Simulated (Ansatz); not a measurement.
# One shape, several levels: SiNH2Cl (SMILES N[Si]Cl)

We compute a comparison of 6 runs (PBE/STO-3G, UB3LYP/STO-3G, revPBE/STO-3G, wB97M-V/STO-3G, wB97X/STO-3G, RPA@PBE/STO-3G) of SiNH2Cl. 

The calculation is run with Ansatz 0.2.0.

66 further runs of the same task are left out: 66 set aside as unsound or not needed.

**1. The molecule**

SiNH2Cl has 5 atoms, charge 0, and is taken as a singlet. As SMILES, `N[Si]Cl`. The H4–N1 distance was set to 2.523 Å, away from the relaxed value. At this shape a bond of the SMILES string is far longer than usual.

Bond lengths: N1–Si2 1.701 Å, Si2–Cl3 2.104 Å, N1–H5 1.010 Å. Angles: N1–Si2–Cl3 98.2°, Si2–N1–H5 126.0°.

**2. A single-point energy at PBE/STO-3G (run 1)**

The input, in.yaml:

```yaml
basis:
  gaussian:
    orbitals: STO-3G
crystal:
  periodic: [false, false, false]
  atoms:
    - {symbol: "N", position_ang: [0.339459, -0.849426, -0.243650]}
    - {symbol: Si, position_ang: [0.371459, -1.774626, 1.182850]}
    - {symbol: Cl, position_ang: [1.136659, -3.557326, 0.367550]}
    - {symbol: H, position_ang: [-0.473300, 1.538600, -0.227400]}
    - {symbol: H, position_ang: [0.626259, -1.162226, -1.159750]}
hamiltonian:
  xc: {name: PBE}
accuracy: high
```

Launch:

```sh
ansatz run in.yaml --threads 1 --pin off --max-ram 2610MiB --events-out events.jsonl --progress --plain --runs-dir runs
```

Log:

```text
Warning: RAYON_NUM_THREADS=1 ignored (pool sized by the plan → 1); use --threads N
Functional definition: PBE
  name "PBE"
  parameter kappa = 0.804
  parameter beta = 0.06672455060314922
  exchange = pbe_x(kappa = kappa, mu = beta*pi^2/3)
  correlation = pbe_c(beta = beta)
453 factors; integrals over basis functions are off by at most 1.1e-8 eV
mean field evaluation 1: about -21640.2694 eV, gradient 5.8e1 eV
mean field evaluation 2: about -21516.1441 eV, gradient 1.4e2 eV
mean field evaluation 4: about -21646.3824 eV, gradient 2.6e1 eV
mean field evaluation 8: about -21641.2481 eV, gradient 3.2e1 eV
mean field evaluation 16: about -21657.7713 eV, gradient 9.4e-5 eV
mean field evaluation 32: about -21654.9762 eV, gradient 1.9e0 eV
mean field -21657.77134629 eV, -795.9084168115 hartree, gradient 2.2e-8 eV, S^2 0.000000; 2 other end points of the search recorded, 0 dependent functions left out
reference -21657.77134833 eV, -795.9084168865 hartree; 20, 20 occupied and 5, 5 virtual orbitals, 453 factors
Total energy: -21657.77134833 eV, -795.9084168865 hartree
```

Wall time 2.7 s (1 thread of Arm Neoverse V1, shared host); peak memory 0.1 GiB.

**3. The energy at UB3LYP/STO-3G (run 2)**

The input, input.yaml:

```yaml
crystal:
  periodic: [false, false, false]
  atoms:
    - {symbol: N, position_ang: [0.339459, -0.849426, -0.243650]}
    - {symbol: Si, position_ang: [0.371459, -1.774626, 1.182850]}
    - {symbol: Cl, position_ang: [1.136659, -3.557326, 0.367550]}
    - {symbol: H, position_ang: [-0.473300, 1.538600, -0.227400]}
    - {symbol: H, position_ang: [0.626259, -1.162226, -1.159750]}
basis:
  gaussian: {orbitals: STO-3G}
magnetization: {spin_polarized: true}
hamiltonian: {xc: {name: B3LYP}}
accuracy: high
```

Launch:

```sh
ansatz run input.yaml --threads 1 --pin off --max-ram 2610MiB --events-out events.jsonl --progress --plain --runs-dir runs
```

Log:

```text
Warning: RAYON_NUM_THREADS=1 ignored (pool sized by the plan → 1); use --threads N
Functional definition: B3LYP
  name "B3LYP"
  parameter a0 = 0.2
  parameter ax = 0.72
  parameter ac = 0.81
  exchange = (1 - a0 - ax)*slater_x + ax*b88_x + a0*exact_x
  correlation = (1 - ac)*vwn_rpa_c + ac*lyp_c
453 factors; integrals over basis functions are off by at most 1.1e-8 eV
mean field evaluation 1: about -21659.6926 eV, gradient 3.1e1 eV
mean field evaluation 2: about -21604.9172 eV, gradient 8.9e1 eV
mean field evaluation 4: about -21658.0134 eV, gradient 2.3e1 eV
mean field evaluation 8: about -21662.6216 eV, gradient 1.8e1 eV
mean field evaluation 16: about -21668.6398 eV, gradient 4.9e-4 eV
mean field evaluation 32: about -21670.1058 eV, gradient 1.1e-1 eV
mean field -21670.10635451 eV, -796.3617200027 hartree, gradient 7.1e-8 eV, S^2 0.929245; 4 other end points of the search recorded, 0 dependent functions left out
reference -21670.10638546 eV, -796.3617211402 hartree; 20, 20 occupied and 5, 5 virtual orbitals, 453 factors
Total energy: -21670.10638546 eV, -796.3617211402 hartree
```

Run time: 9.3 s. Hardware: 1 thread of Arm Neoverse V1, shared host; peak memory 0.15 GiB.

Run 3 isn't shown in full; the table further down has it.

**4. The energy at wB97M-V/STO-3G (run 4)**

The input, job.yaml:

```yaml
crystal:
  periodic: [false, false, false]
  atoms:
    - {symbol: "N", position_ang: [0.339459, -0.849426, -0.243650]}
    - {symbol: Si, position_ang: [0.371459, -1.774626, 1.182850]}
    - {symbol: Cl, position_ang: [1.136659, -3.557326, 0.367550]}
    - {symbol: H, position_ang: [-0.473300, 1.538600, -0.227400]}
    - {symbol: H, position_ang: [0.626259, -1.162226, -1.159750]}
basis:
  gaussian:
    orbitals: STO-3G
magnetization:
  spin_polarized: false
hamiltonian:
  xc: {name: wB97M-V}
accuracy: high
```

Launch:

```sh
ansatz run job.yaml --threads 1 --pin off --max-ram 2610MiB --events-out events.jsonl --progress --plain --runs-dir runs
```

Log, shortened:

```text
Warning: RAYON_NUM_THREADS=1 ignored (pool sized by the plan → 1); use --threads N
Functional definition: wB97M-V
  name "wB97M-V"
[...]
  gx(w, u) = 1 - cx + cx01*u + cx10*w
  gss(w, u) = css00 + css04*u^4 + css10*w + css20*w^2 + css43*w^4*u^3
  gos(w, u) = cos00 + cos10*w + (cos20 + cos21*u)*w^2 + (cos60 + cos61*u)*w^6
[...]
      + integral(e_c_pw_mod_opposite_spin*gos(b97_w_opposite, b97_u_opposite)) + vv10(b, c)
453 factors; integrals over basis functions are off by at most 1.1e-8 eV
169 factors; integrals over basis functions are off by at most 1.0e-9 eV
[...]
mean field -21670.01933627 eV, -796.3585221411 hartree, gradient 9.9e-8 eV, S^2 0.000000; 0 other end points of the search recorded, 0 dependent functions left out
reference -21670.01933895 eV, -796.3585222398 hartree; 20, 20 occupied and 5, 5 virtual orbitals, 453 factors
Total energy: -21670.01933895 eV, -796.3585222398 hartree
```

Run time: 26 s. Hardware: 1 thread of Arm Neoverse V1, shared host; peak memory 0.3 GiB.

Run 5 isn't shown in full; the table further down has it.

**5. A single-point energy at RPA@PBE/STO-3G (run 6)**

job.yaml: that of step 4 with these lines changed.

```diff
@@ -9,8 +9,5 @@
 basis:
-  gaussian:
-    orbitals: STO-3G
-magnetization:
-  spin_polarized: false
-hamiltonian:
-  xc: {name: wB97M-V}
+  gaussian: {orbitals: STO-3G}
 accuracy: high
+correlation: {method: rpa, frozen_orbitals: {Cl: 5, H: 0, "N": 1, Si: 5}}
+hamiltonian: {xc: pbe}
```

Launch:

```sh
ansatz run job.yaml --threads 1 --pin off --max-ram 2610MiB --events-out events.jsonl --progress --plain --runs-dir runs
```

Log, shortened:

```text
Warning: RAYON_NUM_THREADS=1 ignored (pool sized by the plan → 1); use --threads N
[... 2 set-up lines as earlier in the session ...]
[...]
453 factors; integrals over basis functions are off by at most 1.1e-8 eV
[...]
mean field -21657.77134629 eV, -795.9084168115 hartree, gradient 1.3e-8 eV, S^2 0.000000; 4 other end points of the search recorded, 0 dependent functions left out; unrestricted orbitals would lower it
unrestricted determinant -21631.68037667 eV, -794.9495913631 hartree, S^2 1.0017
11 core orbitals not correlated: weight in the atoms' cores, before any rotation towards them, 0.999 or more for the frozen orbitals, at most 0.000 for the correlated occupied ones
reference -21625.31792947 eV, -794.7157757410 hartree; 9, 9 occupied and 5, 5 virtual orbitals, 453 factors
Total energy: -21635.13525838 eV, -795.0765559239 hartree
```

It took 4.8 s on 1 thread of Arm Neoverse V1, shared host; peak memory 0.11 GiB.

**6. All runs side by side**

| run | level | frozen core orbitals | energy (Eh) | wall time |
| --- | --- | --- | --- | --- |
| 1 | PBE/STO-3G | – | -795.908417 | 2.7 s |
| 2 | UB3LYP/STO-3G | – | -796.361721 | 9.3 s |
| 3 | revPBE/STO-3G | – | -796.183585 | 2.7 s |
| 4 | wB97M-V/STO-3G | – | -796.358522 | 26 s |
| 5 | wB97X/STO-3G | – | -796.264028 | 6.9 s |
| 6 | RPA@PBE/STO-3G | 11 | -795.076556 | 4.8 s |

**7. Outcome**

| quantity | value |
| --- | --- |
| run 6: total energy | -795.07656 Eh |
| run 6: RPA correlation energy (valence) | -360.8 mEh |

Totals of different functionals can't be ranked against each other. In run 6 the log says that unrestricted orbitals would lower the reference, so the values rest on an unstable closed-shell determinant (other closed-shell runs at this shape may share the fault). In runs 1, 2, 3, 4, 5, 6 the basis is minimal, so the values are rough. In runs 1, 3, 4, 5, 6 a closed-shell determinant meets a far-stretched bond, which it describes badly. Spin contamination of the reference: run 2 ⟨S²⟩ = 0.93. Where it is this large, the reference is a mixture of spin states, and values that rest on it are in doubt. All runs together took 52 s, the longest 26 s.
